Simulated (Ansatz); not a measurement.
```yaml
crystal:
  periodic: [false, false, false]
  atoms:
    - {symbol: F, position_ang: [-1.347363, -0.271043, -0.009296]}
    - {symbol: P, position_ang: [0.220126, 0.363725, 0.006421]}
    - {symbol: N, position_ang: [1.368864, -0.552980, -0.003267]}
    - {symbol: H, position_ang: [-0.390550, 1.616040, 0.023310]}
basis:
  gaussian: {orbitals: def2-TZVP}
hamiltonian: {xc: pbe0}
relax: {f_tol: 0.004, max_steps: 80}
```

```sh
$ ansatz run in.yaml --threads 1 --pin off --events-out ev --progress --plain --max-ram 2176MiB
```

Steps of the relaxation (energy above the last step; positions in Å, forces in eV/Å):

```
4
step 1, 479.9 meV
F    -1.347   -0.271   -0.009    2.217    0.948    0.023
P     0.220    0.364    0.006   -4.157   -1.948   -0.046
N     1.369   -0.553   -0.003    1.319    0.147    0.007
H    -0.391    1.616    0.023    0.621    0.854    0.015
```

```
4
step 2, 280.0 meV
F    -1.342   -0.292   -0.010    1.707    0.869    0.020
P     0.184    0.343    0.006   -3.055   -1.666   -0.037
N     1.371   -0.538   -0.003    0.755    0.452    0.010
H    -0.361    1.642    0.024    0.593    0.345    0.008
```

```
4
step 3, 130.7 meV
F    -1.335   -0.316   -0.010   -2.890   -0.984   -0.026
P     0.045    0.254    0.004    4.065    0.843    0.028
N     1.380   -0.438   -0.001   -1.143    0.662    0.006
H    -0.239    1.655    0.024   -0.032   -0.521   -0.008
```

```
4
step 7, 0.1 meV
F    -1.383   -0.302   -0.010    0.009   -0.013    0.000
P     0.081    0.257    0.004    0.002    0.009    0.000
N     1.397   -0.425   -0.001   -0.039    0.026    0.000
H    -0.244    1.626    0.024    0.028   -0.022    0.000
```

```
4
step 8, 0.0 meV
F    -1.384   -0.303   -0.010    0.001   -0.001    0.000
P     0.079    0.257    0.004    0.004   -0.004    0.000
N     1.396   -0.423   -0.001   -0.006    0.003    0.000
H    -0.240    1.626    0.024    0.001    0.002    0.000
```

```
4
step 9, 0.0 meV
F    -1.384   -0.304   -0.010    0.000    0.000    0.000
P     0.079    0.257    0.004    0.000    0.000    0.000
N     1.396   -0.423   -0.001    0.000    0.000    0.000
H    -0.240    1.626    0.024    0.000    0.000    0.000
```

Close pairs at the end: P2–H4 1.406 Å, P2–N3 1.482 Å, F1–P2 1.567 Å.

A stationary point of restricted PBE0 after 9 steps (its stability towards spin polarisation wasn't tested); no frequencies were run, so it isn't proven a minimum. 23 s on 1 thread of Arm Neoverse V1, shared host.
